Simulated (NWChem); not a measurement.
**CH5B− (SMILES [BH2-]C): RO-revM06-L/6-31G(d) (Cartesian functions)**

What is the vertical ionisation energy of CH5B− at RO-revM06-L/6-31G* (Cartesian functions)? 

The results are computed with NWChem 7.3.0.

3 further runs of the same task are left out: 1 that didn't finish, 2 set aside as unsound or not needed.

### Step 1. Starting point

CH5B− has 7 atoms, charge -1, and is taken as a doublet. As SMILES, `[BH2-]C`. The coordinates come from a GFN2-xTB relaxation.

Bond lengths: B1–C2 1.642 Å, B1–H3 1.245 Å, B1–H4 1.245 Å, C2–H5 1.102 Å, C2–H6 1.114 Å, C2–H7 1.102 Å. Angles: B1–C2–H5 112.7°, B1–C2–H6 114.9°, B1–C2–H7 112.6°, C2–B1–H3 113.3°, C2–B1–H4 113.3°, H5–C2–H6 104.9°, H5–C2–H7 105.8°, H6–C2–H7 104.9°, H3–B1–H4 112.0°.

### Step 2. Energy and forces at RO-revM06-L/6-31G(d) (Cartesian functions)

ch5b.nw reads:

```
start ch5b
memory total 2200 mb
charge -1

geometry units angstrom noautoz
   B       -0.367620      -0.876680       0.296410
   C        0.129860       0.657930      -0.010930
   H        0.566410      -1.652080       0.572900
   H       -1.111250      -1.340120      -0.587590
   H        0.713810       1.090030       0.817870
   H        0.779370       0.770230      -0.909000
   H       -0.710590       1.350700      -0.179660
end

basis
   * library 6-31G*
end

dft
   xc revm06-l
   mult 2
   rodft
   cgmin
   grid medium
   convergence energy 1e-07
   iterations 150
   print low
end

task dft gradient
```

Command:

```sh
nwchem ch5b.nw > ch5b.out
```

The program printed:

```text
[...]
         Total DFT energy =      -65.848944762755
      One electron energy =     -151.811500871344
           Coulomb energy =       66.657009555013
    Exchange-Corr. energy =      -11.504344550420
 Nuclear repulsion energy =       30.809891103995
[...]
                         DFT ENERGY GRADIENTS
    atom               coordinates                        gradient
                 x          y          z           x          y          z
   1 B       0.000029   1.774585  -0.224443   -0.000092   0.008963  -0.006492
   2 C       0.000143  -1.322922  -0.033373    0.000083  -0.014897   0.000799
   3 H       1.950084   2.762450   0.645574   -0.000464  -0.000657   0.001981
   4 H      -1.949625   2.761401   0.645846    0.000539  -0.000710   0.001902
   5 H       1.654740  -2.185648  -0.958301   -0.003561   0.003073   0.001922
   6 H       0.011862  -2.091441   1.926461   -0.000010   0.001164  -0.001994
   7 H      -1.668064  -2.182156  -0.937129    0.003505   0.003064   0.001881
 Task  times  cpu:        7.7s     wall:        7.7s
 Total times  cpu:        7.7s     wall:        7.7s
```

Wall time 8.4 s (1 thread of Intel Xeon Platinum 8488C (Sapphire Rapids), shared host); peak memory 0.11 GiB.

### Step 3. Singlet neutral CH5B

work.xyz reads:

```xyz
7

B     -0.367620    -0.876680     0.296410
C      0.129860     0.657930    -0.010930
H      0.566410    -1.652080     0.572900
H     -1.111250    -1.340120    -0.587590
H      0.713810     1.090030     0.817870
H      0.779370     0.770230    -0.909000
H     -0.710590     1.350700    -0.179660
```

run.py reads:

```python
from ase.io import read
from ase.calculators.nwchem import NWChem

molecule = read('work.xyz')

calc = NWChem(
    label='work',
    theory='dft',
    memory='2200 mb',
    basis='6-31G*',
    dft={'xc': 'revm06-l', 'mult': '1', 'grid': 'medium', 'convergence': 'energy 1e-07', 'iterations': '150'},
)
molecule.calc = calc

forces = molecule.get_forces()
e = molecule.get_potential_energy()
print(f"E = {e:.6f} eV")
print("forces (eV/A):")
for s, f in zip(molecule.symbols, forces):
    print(f"{s:2s} {f[0]:10.5f} {f[1]:10.5f} {f[2]:10.5f}")
print("dipole (e A):", molecule.get_dipole_moment().round(4))
```

Command:

```sh
export ASE_NWCHEM_COMMAND="nwchem PREFIX.nwi > PREFIX.nwo"
python run.py
```

The program printed:

```text
E = -1792.326350 eV
forces (eV/A):
B     2.96602    0.66808   -4.09222
C    -1.12630   -0.45899    1.48183
H    -1.11951    0.34031    1.02793
H    -0.49900    0.22132    1.45494
H     0.07580   -0.01250   -0.05415
H    -0.32365   -0.75518    0.26858
H     0.02664   -0.00309   -0.08690
dipole (e A): [-0.049   0.1429  0.1094]
```

The calculator wrote work.nwi:

```
title "work"

permanent_dir work

scratch_dir work

start work

geometry units angstrom nocenter noautosym noautoz
  B  -3.6762000000000000e-01 -8.7668000000000001e-01 2.9641000000000001e-01
  C  1.2986000000000000e-01 6.5793000000000001e-01 -1.0930000000000000e-02
  H  5.6640999999999997e-01 -1.6520800000000000e+00 5.7289999999999996e-01
  H  -1.1112500000000001e+00 -1.3401200000000000e+00 -5.8758999999999995e-01
  H  7.1380999999999994e-01 1.0900300000000001e+00 8.1786999999999999e-01
  H  7.7937000000000001e-01 7.7022999999999997e-01 -9.0900000000000003e-01
  H  -7.1059000000000005e-01 1.3507000000000000e+00 -1.7965999999999999e-01
end

memory 2200 mb

basis noprint
   * library 6-31G*
end

dft
  xc revm06-l
  mult 1
  grid medium
  convergence energy 1e-07
  iterations 150
end

task dft gradient
```

work.nwo:

```text
Northwest Computational Chemistry Package (NWChem) 7.3.0
             --------------------------------------------------------

           Job information
           ---------------

    nwchem branch   = 7.3.0
    use scalapack   = T
    input           = work.nwi
    prefix          = work.
    data base       = work/work.db
    status          = startup
    nproc           =        1

           Memory information
           ------------------

    heap     =     72089598 doubles =      550.0 Mbytes
    stack    =     72089595 doubles =      550.0 Mbytes
    global   =    144179200 doubles =     1100.0 Mbytes (distinct from heap & stack)
    total    =    288358393 doubles =     2200.0 Mbytes
    verify   = yes
    hardfail = no

           Directory information
           ---------------------

  0 permanent = work
  0 scratch   = work

[... 33 lines left out ...]
            Nuclear Dipole moment (a.u.)
[... 81 lines left out ...]
          Convergence on gradient requested:  5.00D-04
[... 23 lines left out ...]
          Convergence aids based upon iterative change in
[... 28 lines left out ...]
 1-e energy   =    -145.923878
[... 26 lines left out ...]
         Total DFT energy =      -65.866779000934
[... 2 lines left out ...]
    Exchange-Corr. energy =      -11.218002310397
[... 325 lines left out ...]
          Convergence on energy requested:  1.00D-07
[... 21 lines left out ...]
          Spatial weights used:  Erf1
[... 4 lines left out ...]
          total energy or number of iterations.
[... 28 lines left out ...]
    atom               coordinates                        gradient
                 x          y          z           x          y          z
   1 B      -0.694701  -1.656685   0.560134   -0.057680  -0.012992   0.079581
   2 C       0.245400   1.243307  -0.020655    0.021903   0.008926  -0.028817
   3 H       1.070360  -3.121979   1.082624    0.021771  -0.006618  -0.019990
   4 H      -2.099958  -2.532460  -1.110384    0.009704  -0.004304  -0.028294
   5 H       1.348905   2.059858   1.545550   -0.001474   0.000243   0.001053
   6 H       1.472796   1.455524  -1.717761    0.006294   0.014686  -0.005223
   7 H      -1.342820   2.552453  -0.339508   -0.000518   0.000060   0.001690

                 ----------------------------------------
                 |  Time  |  1-e(secs)   |  2-e(secs)   |
                 ----------------------------------------
                 |  CPU   |       0.00   |       0.33   |
                 ----------------------------------------
                 |  WALL  |       0.00   |       0.33   |
                 ----------------------------------------

 Task  times  cpu:        3.7s     wall:        3.7s
 Total times  cpu:        3.7s     wall:        3.7s
```

Wall time 5.1 s (1 thread of Intel Xeon Platinum 8488C (Sapphire Rapids), shared host); peak memory 0.11 GiB.

### Step 4. Summary of results

At RO-revM06-L/6-31G* (Cartesian functions):

| quantity | value |
| --- | --- |
| doublet CH5B−: total energy | -65.84894 Eh |
| doublet CH5B−: largest force on an atom | 0.767 eV/Å |
| singlet neutral CH5B: total energy | -65.86678 Eh |
| singlet neutral CH5B: dipole moment | 0.90 D |
| singlet neutral CH5B: HOMO energy | -7.77 eV |
| singlet neutral CH5B: LUMO energy | -2.05 eV |
| singlet neutral CH5B: HOMO–LUMO gap | 5.72 eV |
| singlet neutral CH5B: largest force on an atom | 5.098 eV/Å |
| vertical detachment energy (to the singlet neutral) | -0.485 eV |

**Reading.** The species is unbound against losing an electron at this level, by 0.49 eV (−11.2 kcal/mol); missing correlation or diffuse functions can give that sign where the real anion is bound. The largest force (doublet CH5B−) is 0.77 eV/Å: the shape isn't a stationary point for this species at this level. Only the singlet of the ionised species was computed; a triplet could lie lower.
